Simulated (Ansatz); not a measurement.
`NCNCO` → 2 C• + 8 H• + 2 N• + O•  (atomization)

Gas-phase electronic energies from Ansatz, PBE0-D4/def2-TZVP geometries. CBS: MP2 limit from def2 TZ/QZ plus the TZ coupled-cluster correction, frozen cores. This one scheme is used for every species, atoms too. DFT in def2-TZVPP. Open shells (•) are unrestricted, without spin–orbit coupling. Spin–orbit coupling would lower the free atoms: a little for C, O. One conformer a species, not always the lowest.

```tsv
level	ΔE (kcal/mol)
ωB97M-V	1151.1
HF/CBS(def2)	782.0
```

What does CCSD(T)/CBS give? (An estimate is asked.)

Computed: +1145.9 kcal/mol. The listed levels differ from it by 5.2, -363.9 kcal/mol.

Largest T1 diagnostic among the species: 0.010.

From PBE to PBE0 (25 % exact exchange), in def2-TZVPP and without D4, ΔE moves by −27.7 kcal/mol: exact exchange takes away binding that semilocal exchange gives to molecules. The D4 term adds +8.1 kcal/mol with B3LYP and +4.2 kcal/mol with PBE0; it sums over pairs of atoms, weighted by their polarisabilities, and B3LYP, whose exchange is more repulsive, gets the larger term. In def2-TZVPP, CCSD(T) changes the Hartree–Fock value by +331.9 kcal/mol (the triples alone add +18.2 kcal/mol) and MP2 by +347.9 kcal/mol; breaking electron pairs costs correlation energy, which Hartree–Fock lacks.

B3LYP here is the variant with VWN-RPA as its local correlation; programs differ in this.

For atomizations the MP2-based limit and the directly extrapolated one differ by several kJ/mol either way, and by 10 to 25 for some Ge, Se and Sn compounds, so smaller differences from it don't rank the levels.
